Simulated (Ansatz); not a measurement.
# bcc Eu

All values below come from PBE-D4 in Ansatz (PAW).

Settings: plane-wave cutoff 500 eV, 22×22×22 k mesh, Fermi–Dirac smearing 0.1 eV, spin-polarised with parallel moments, scalar-relativistic PAW data made under PBE.

Cell: relaxed at this level.

For bcc Eu, the volume per atom is 40.18 Å³/atom and the lattice constant a is 4.315 Å. The magnetic moment per atom (the cell's total over its atoms) is 7.27 μB.

Measured, for comparison: equilibrium volume per atom 48.10 Å³/atom (293 K, no zero-point or thermal correction; as tabulated in Wikipedia's data pages); lattice constant a 4.582 Å (293 K, no zero-point or thermal correction, our sources range from 4.582 to 4.610; as tabulated in Wikipedia's data pages). Computed (rounded) less measured: equilibrium volume per atom -16.5 %, lattice constant a -5.8 % (-5.8 % to -6.4 % over the range).

Note: the 4f shell is treated without U or exact exchange, so its levels and filling can be wrong; the collinear magnetic order is the start's and need not be the measured one.

Moments are spin moments.

Spin–orbit coupling is not included.

The result took very roughly 3 core-minutes.

Ansatz is a program for electronic structure.
